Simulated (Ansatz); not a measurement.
Reaction (SMILES): O=CO + 3 [H][H] (H2) → C (CH4) + 2 O (H2O)
B3LYP-D3(BJ)/def2-TZVP geometries, fixed; electronic energies without zero-point terms.

Basis-set convergence of the energy of full hydrogenation at MP2 with Ansatz (a program for electronic structure). Cartesian d functions, on some or all atoms, in 6-31G*; all else is spherical. Cores are frozen. Species with rotatable bonds are taken in one conformer. No added dispersion term, no relativity. Functions are those of the species that has most. Reference: Hartree-Fock in aug-cc-pVQZ plus the correlation part extrapolated as X^-3 from aug-cc-pVTZ and aug-cc-pVQZ, -56.94 kcal/mol, itself unsure by roughly 0.14 kcal/mol (a third of the extrapolation step and of the last Hartree-Fock step). Deviations are taken from unrounded values.

| basis | functions | energy of full hydrogenation (kcal/mol) | minus reference (kcal/mol) |
|---|---|---|---|
| pcseg-0 | 31 | -32.93 | 24.01 |
| 6-31G* | 49 | -33.00 | 23.94 |
| 6-311+G** | 78 | -54.00 | 2.94 |
| aug-cc-pVDZ | 87 | -59.60 | -2.66 |
| aug-pcseg-1 | 87 | -55.68 | 1.27 |
| cc-pVTZ | 118 | -52.65 | 4.29 |
| def2-TZVPP | 121 | -54.91 | 2.04 |
| 6-311++G(3df,3pd) | 153 | -56.56 | 0.38 |
| aug-pcseg-2 | 184 | -56.88 | 0.06 |
| def2-QZVPP | 231 | -56.69 | 0.26 |
| pcseg-3 | 246 | -57.01 | -0.06 |
| aug-cc-pVQZ | 332 | -56.83 | 0.12 |
| cc-pV5Z | 383 | -56.37 | 0.57 |

The smallest set listed that lies within 1 kcal/mol of the reference with all its larger relatives (same family, alike in diffuse functions; a set with none counts only in the reference's own line) is aug-pcseg-2 (184 functions, 0.06 kcal/mol off). Inside, with no larger relative to test it: 6-311++G(3df,3pd), def2-QZVPP, pcseg-3, cc-pV5Z. (Relatives not listed, tested too: aug-pcseg-3 0.07 kcal/mol.)
